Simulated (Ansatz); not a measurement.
# One shape, several levels: SiNH2F (SMILES N[Si]F)

We compute a comparison of 6 runs (BLYP/STO-3G, HSE06/STO-3G, UB3LYP/STO-3G, revPBE/STO-3G, RPA@PBE/STO-3G, UCCSD(T)/STO-3G) of SiNH2F. 

The calculation is run with Ansatz 0.2.0.

69 further runs of the same task are left out: 69 set aside as unsound or not needed.

## Step 1: The molecule

The species is SiNH2F (5 atoms), meant as a singlet with charge 0. As SMILES, `N[Si]F`. The H4–N1 distance was set to 2.021 Å, away from the relaxed value. At this shape a bond of the SMILES string is far longer than usual.

Bond lengths: N1–Si2 1.702 Å, Si2–F3 1.622 Å, N1–H5 1.008 Å. Angles: N1–Si2–F3 98.5°, Si2–N1–H5 122.2°.

## Step 2: A single-point energy at BLYP/STO-3G (run 1)

The input, input.yaml:

```yaml
crystal:
  periodic: [false, false, false]
  atoms:
    - {symbol: "N", position_ang: [-0.927984, -0.629373, -0.241303]}
    - {symbol: Si, position_ang: [-0.370584, -2.003073, 0.594897]}
    - {symbol: F, position_ang: [1.058716, -1.418273, 1.091297]}
    - {symbol: H, position_ang: [0.085400, 1.109600, -0.420900]}
    - {symbol: H, position_ang: [-1.822384, -0.610373, -0.706203]}
basis:
  gaussian:
    orbitals: STO-3G
hamiltonian:
  xc: {name: BLYP}
accuracy: high
```

The run is started by

```
$ ansatz run input.yaml --threads 1 --pin off --max-ram 2610MiB --events-out events.jsonl --progress --plain --runs-dir runs
```

What it wrote:

```text
Warning: RAYON_NUM_THREADS=1 ignored (pool sized by the plan → 1); use --threads N
Functional definition: BLYP
  name "BLYP"
  parameter beta = 0.0042
  parameter a = 0.04918
  parameter b = 0.132
  parameter c = 0.2533
  parameter d = 0.349
  exchange = b88_x(beta = beta)
  correlation = lyp_c(a = a, b = b, c = c, d = d)
381 factors; integrals over basis functions are off by at most 3.7e-8 eV
mean field evaluation 1: about -11949.7166 eV, gradient 4.7e1 eV
mean field evaluation 2: about -11856.4443 eV, gradient 1.5e2 eV
mean field evaluation 4: about -11951.1807 eV, gradient 4.2e1 eV
mean field evaluation 8: about -11959.4608 eV, gradient 2.7e0 eV
mean field evaluation 16: about -11959.4553 eV, gradient 4.0e-4 eV
mean field -11959.45532245 eV, -439.5018766899 hartree, gradient 5.2e-8 eV, S^2 0.000000; 0 other end points of the search recorded, 0 dependent functions left out
reference -11959.45535928 eV, -439.5018780437 hartree; 16, 16 occupied and 5, 5 virtual orbitals, 381 factors
Total energy: -11959.45535928 eV, -439.5018780437 hartree
```

Run time: 1.2 s. Hardware: 1 thread of Arm Neoverse V1, shared host; peak memory 0.096 GiB.

## Step 3: A single-point energy at HSE06/STO-3G (run 2)

The input, molecule.yaml:

```yaml
basis:
  gaussian: {orbitals: STO-3G}
crystal:
  periodic: [false, false, false]
  atoms:
    - {symbol: N, position_ang: [-0.927984, -0.629373, -0.241303]}
    - {symbol: Si, position_ang: [-0.370584, -2.003073, 0.594897]}
    - {symbol: F, position_ang: [1.058716, -1.418273, 1.091297]}
    - {symbol: H, position_ang: [0.085400, 1.109600, -0.420900]}
    - {symbol: H, position_ang: [-1.822384, -0.610373, -0.706203]}
hamiltonian: {xc: {name: HSE06}}
accuracy: high
```

The run is started by

```
$ ansatz run molecule.yaml --threads 1 --pin off --max-ram 2610MiB --events-out events.jsonl --progress --plain --runs-dir runs
```

What it wrote:

```text
Warning: RAYON_NUM_THREADS=1 ignored (pool sized by the plan → 1); use --threads N
Functional definition: HSE06
  name "HSE06"
  parameter a = 0.25
  parameter omega = 0.11/bohr
  exchange = pbe_x - a*pbe_x_sr(omega) + a*exact_x_sr(omega)
  correlation = pbe_c
381 factors; integrals over basis functions are off by at most 3.7e-8 eV
60 factors; integrals over basis functions are off by at most 9.5e-10 eV
mean field evaluation 1: about -11948.8850 eV, gradient 3.4e1 eV
mean field evaluation 2: about -11923.4326 eV, gradient 9.0e1 eV
mean field evaluation 4: about -11952.7286 eV, gradient 1.2e1 eV
mean field evaluation 8: about -11953.5554 eV, gradient 2.0e-1 eV
mean field evaluation 16: about -11953.5558 eV, gradient 8.8e-6 eV
mean field -11953.55576831 eV, -439.2850720744 hartree, gradient 1.3e-8 eV, S^2 0.000000; 0 other end points of the search recorded, 0 dependent functions left out
reference -11953.55577016 eV, -439.2850721423 hartree; 16, 16 occupied and 5, 5 virtual orbitals, 381 factors
Total energy: -11953.55577016 eV, -439.2850721423 hartree
```

Run time: 1.4 s. Hardware: 1 thread of Arm Neoverse V1, shared host; peak memory 0.097 GiB.

Runs 3 to 5 aren't shown in full; the table further down has their settings and results.

## Step 4: A single-point energy at UCCSD(T)/STO-3G (run 6)

The input, molecule.yaml:

```yaml
crystal:
  periodic: [false, false, false]
  atoms:
    - {symbol: "N", position_ang: [-0.927984, -0.629373, -0.241303]}
    - {symbol: Si, position_ang: [-0.370584, -2.003073, 0.594897]}
    - {symbol: F, position_ang: [1.058716, -1.418273, 1.091297]}
    - {symbol: H, position_ang: [0.085400, 1.109600, -0.420900]}
    - {symbol: H, position_ang: [-1.822384, -0.610373, -0.706203]}
basis:
  gaussian: {orbitals: STO-3G}
magnetization: {spin_polarized: true}
accuracy: high
scf: {omitted_lower_state_checks: [cluster_reference, increment]}
correlation: {method: ccsd_t, frozen_orbitals: {F: 1, H: 0, "N": 1, Si: 5}}
```

The run is started by

```
$ ansatz run molecule.yaml --threads 1 --pin off --max-ram 2610MiB --events-out events.jsonl --progress --plain --runs-dir runs
```

What it wrote:

```text
Warning: RAYON_NUM_THREADS=1 ignored (pool sized by the plan → 1); use --threads N
[... 15 lines left out ...]
7 core orbitals not correlated: weight in the atoms' cores, before any rotation towards them, 1.000 or more for the frozen orbitals, at most 0.000 for the correlated occupied ones
[... 51 lines left out ...]
Total energy: -11932.51186995 eV, -438.5117230736 hartree
Checks for a lower state left out: cluster_reference, increment
```

It took 0.68 s on 1 thread of Arm Neoverse V1, shared host.

## Step 5: The series

```csv
run,level,frozen core orbitals,energy (Eh),wall time
1,BLYP/STO-3G,–,-439.501878,1.2 s
2,HSE06/STO-3G,–,-439.285072,1.4 s
3,UB3LYP/STO-3G,–,-439.567326,5.4 s
4,revPBE/STO-3G,–,-439.484593,1.2 s
5,RPA@PBE/STO-3G,7,-438.578282,1.8 s
6,UCCSD(T)/STO-3G,7,-438.511723,0.68 s
```

## Step 6: Outcome

```
                                          quantity          value
                               run 6: total energy  -438.51172 Eh
run 6: correlation energy (7 core orbitals frozen)     -135.2 mEh
                             run 6: (T) correction     -10.06 mEh
          run 6: ⟨S²⟩ of the reference determinant          0.902
                              run 6: T1 diagnostic          0.055
```

In words: Totals of different functionals can't be ranked against each other. In run 5 the log says that unrestricted orbitals would lower the reference, so the values rest on an unstable closed-shell determinant (other closed-shell runs at this shape may share the fault). In runs 1, 2, 3, 4, 5, 6 the basis is minimal, so the values are rough. In runs 1, 2, 4, 5 a closed-shell determinant meets a far-stretched bond, which it describes badly. Spin contamination of the reference: run 6 ⟨S²⟩ = 0.90, run 3 ⟨S²⟩ = 0.57. Where it is this large, the reference is a mixture of spin states, and values that rest on it are in doubt. All runs together took 12 s, the longest 5.4 s.
